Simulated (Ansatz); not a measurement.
Input file:

```yaml
crystal:
  periodic: [false, false, false]
  atoms:
    - {symbol: Al, position_ang: [-2.041720, 0.000000, 0.000000]}
    - {symbol: H, position_ang: [-2.834644, 1.373384, 0.000000]}
    - {symbol: H, position_ang: [-2.834644, -1.373384, 0.000000]}
    - {symbol: H, position_ang: [-0.219720, 0.000000, 0.000000]}
    - {symbol: Cl, position_ang: [1.721280, 0.000000, 0.000000]}
basis:
  gaussian: {orbitals: cc-pVDZ}
magnetization: {spin_polarized: true, initial_magnetization: 1}
hamiltonian: {xc: hf}
output: {orbitals: {seedname: orbitals}}
```

```sh
$ ansatz run in.yaml --threads 1 --pin off --events-out ev --progress --plain --max-ram 2393MiB
```

The program prints:

```
504 factors; integrals over basis functions are off by at most 2.3e-3 eV
mean field evaluation 1: about -19129.9550 eV, gradient 1.2e1 eV
mean field evaluation 2: about -19129.9816 eV, gradient 1.2e1 eV
mean field evaluation 4: about -19131.7869 eV, gradient 2.4e0 eV
mean field evaluation 8: about -19132.0587 eV, gradient 2.0e-1 eV
mean field evaluation 16: about -19129.4953 eV, gradient 1.5e1 eV
mean field evaluation 32: about -19131.6583 eV, gradient 1.1e0 eV
mean field evaluation 64: about -19131.1635 eV, gradient 7.8e-1 eV
mean field -19132.06015190 eV, -703.0902424062 hartree, gradient 3.5e-5 eV, S^2 0.775760; 4 other end points of the search recorded, 0 dependent functions left out
reference -19132.06015190 eV, -703.0902424062 hartree; 17, 16 occupied and 34, 35 virtual orbitals, 504 factors
Total energy: -19132.06015190 eV, -703.0902424062 hartree
```

Ran on 1 thread of Arm Neoverse N1, shared host: 2.2 s wall, 0.09 GiB peak host memory.
